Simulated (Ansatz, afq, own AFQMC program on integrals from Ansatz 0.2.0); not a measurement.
Two steps: Ansatz 0.2.0 writes the Fock matrix and Cholesky factors of the valence space, and afq projects on them the lowest state that overlaps trial and start.

```yaml
crystal:
  periodic: [false, false, false]
  atoms:
    - {symbol: N, position_ang: [0.000000, 0.000000, 0.510827]}
    - {symbol: C, position_ang: [0.000000, 0.000000, -0.774802]}
    - {symbol: H, position_ang: [0.000000, 0.856858, 1.066986]}
    - {symbol: H, position_ang: [0.000000, -0.856858, 1.066986]}
basis:
  gaussian: {orbitals: cc-pVDZ}
magnetization: {spin_polarized: true, initial_magnetization: 1}
correlation: {method: ccsd_t, electrons: outside_noble_gas, hamiltonian_folder: ham}
```

```sh
$ ansatz run in.yaml --threads 1 --pin off --events-out ev --progress --plain --max-ram 1382MiB
```

afq runs on the folder ham with

```
--method phaseless --trial cisd --walkers 60 --populations 1 --least-time 40 --time-step 0.005 --steps-per-block 50 --equilibration-blocks 28 --max-blocks 300 --target-error 0.0004 --factor-cut 1e-05 --start spin_pure --seed 1922 --release-times 0.24,0.51,0.99,1.62,2.4 --release-step 0.03 --release-every 4 --taylor-order 6
```

Times are imaginary, in 1/Eh. The walk had a cap of 1172 s.

Log:

```
orbitals 36  electrons 6 5  factors 279 of 356
reference energy -93.39110196 Eh
CCSD correlation -0.28396887 Eh in 11 cycles, weight of the determinant in the CISD state 0.8929
energy of the start -93.674546 Eh
 block  time / (1/Eh)  mean weight  energy / Eh
     1     0.250  1.0009  -93.671269
     2     0.500  0.9986  -93.673688
     3     0.750  1.0008  -93.681183
     4     1.000  0.9962  -93.679958
     5     1.250  1.0025  -93.684291
     8     2.000  0.9957  -93.685308
    15     3.750  0.9975  -93.679536
    29     7.250  0.9992  -93.712845
    36     9.000  0.9984  -93.685886
    57    14.250  1.0030  -93.683425
    78    19.500  1.0017  -93.682430
    99    24.750  0.9979  -93.683012
   120    30.000  1.0038  -93.683998
   141    35.250  1.0000  -93.680884
   162    40.500  0.9997  -93.678301
   183    45.750  1.0001  -93.681047
   204    51.000  0.9988  -93.681234
   218    54.500  1.0021  -93.674930
   225    56.250  0.9983  -93.681338
   246    61.500  1.0020  -93.680811
   267    66.750  1.0017  -93.684963
   288    72.000  0.9996  -93.681342
blocks merged  error / Eh  count
     1  0.000333  260
     2  0.000388  130
     4  0.000445  65
     8  0.000396  32
    16  0.000371  16
    32  0.000338  8
released: time / (1/Eh)  energy / Eh  error  mean overlap
  0.24  -93.683387  0.000424  1.0193
  0.51  -93.684278  0.000441  1.0271
  0.99  -93.684701  0.000512  1.0320
  1.62  -93.684866  0.000533  1.0175
  2.40  -93.685577  0.000826  0.9788
energy -93.684353 +/- 0.000396 Eh
(rows thinned)
```

The run passed its tests (sampling time, drift between the halves within three errors, error under three times the target), which doesn't prove that it has relaxed. The second half of the sampling lies above the first by 1.6 errors of their difference, so the energy may still be moving and its error bar be too small.

Against this walk (error 10.8 meV) on the same determinant: CCSD(T) 20.1 meV higher (within the noise), CCSDT(Q) 18.1 meV lower (within the noise). The error is statistical and leaves out the bias of the constraint. Released to 1.62 1/Eh the energy moves by -14 ± 18 meV (both errors), within twice the noise.

Cautions: constraint bias not in the error.

The walk took 4.6 min on 1 thread of Intel(R) Xeon(R) 6975P-C (Granite Rapids), on a shared host. The log's last line is the phaseless energy.

CCSDT and higher add their correlation energy to the determinant of the CCSD(T) run, since their own runs factorise the integrals more tightly (a shift of under 2 meV). A walk keeps the symmetry of its determinant, which the program's search chose and which needn't be the lowest solution, so a lower state of the same spin and another symmetry isn't excluded.
